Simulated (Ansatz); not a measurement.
# CH2N: the cost of one run

Program: Ansatz 0.2.0, Gaussian basis. Level of theory: def2-QZVPP, all electrons in the functionals, frozen cores in the correlation of double hybrids and RPA. These are calculated values, not measurements.

Plan: PBE, BLYP, r2SCAN, B97M-V, PBE0, B3LYP, wB97M-V, B2PLYP, at charge 0, doublet; charge 0, quartet; charge 1, singlet; charge 1, triplet.

2 further runs of the same task are left out: 2 set aside as unsound or not needed.

**1. What is computed**

The geometry is a PBE0/def2-TZVP stationary point (not a proven minimum).

4 atoms, charge 0, spin multiplicity 2.

Atoms are counted from 1 here; the program's logs count them from 0.

Bond lengths: N1–C2 1.226 Å, N1–H3 1.020 Å, C2–H4 1.097 Å. Angles: C2–N1–H3 118.7°, N1–C2–H4 125.4°.

No dispersion term is added; B97M-V, wB97M-V hold VV10 nonlocal correlation. B3LYP takes the VWN-RPA correlation.

The geometry shown and the zero of energy belong to the point charge 0, doublet. The yardstick, UCCSD(T), and other wave-function levels (R restricted, U unrestricted, valence and pair active spaces) come from earlier runs.

**2. PBE, charge 0, doublet**

in.yaml

```yaml
crystal:
  periodic: [false, false, false]
  atoms:
    - {symbol: N, position_ang: [0.000000, -0.172031, 0.548148]}
    - {symbol: C, position_ang: [0.000000, 0.195022, -0.621447]}
    - {symbol: H, position_ang: [0.000000, 0.535251, 1.282826]}
    - {symbol: H, position_ang: [0.000000, -0.468538, -1.494872]}
basis:
  gaussian: {orbitals: "def2-QZVPP.json"}
magnetization: {spin_polarized: true, initial_magnetization: 1}
hamiltonian: {xc: {name: PBE}}
output: {orbitals: {seedname: orbitals}}
```

The run is started by

```sh
$ ansatz run in.yaml --threads 1 --pin off --events-out ev --progress --plain --max-ram 2393MiB
```

**Question.** How long does this run take on 1 thread of Arm Neoverse V2, shared host?

About 2.2 s.
